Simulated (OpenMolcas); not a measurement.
# How basis sets differ on CH3AlO (SMILES [CH2]1[O][AlH]1)

CH3AlO: 6 atoms, total charge 0, spin state singlet. SMILES: `[CH2]1[O][AlH]1`. The shape comes from GFN2-xTB, which is rough for such elements, and wasn't checked as a minimum.

Each level gives the dipole moment (D). The values are calculated.

```csv
level,kind,program,value (D)
HF/ANO-RCC-MB (DKH2),Hartree–Fock,OpenMolcas,2.72
HF/STO-3G,Hartree–Fock,OpenMolcas,3.31
HF/3-21G,Hartree–Fock,OpenMolcas,3.18
HF/def2-SVP,Hartree–Fock,OpenMolcas,3.00
```

The values span 2.72 to 3.31 D. Sets without polarisation functions give poor dipoles.
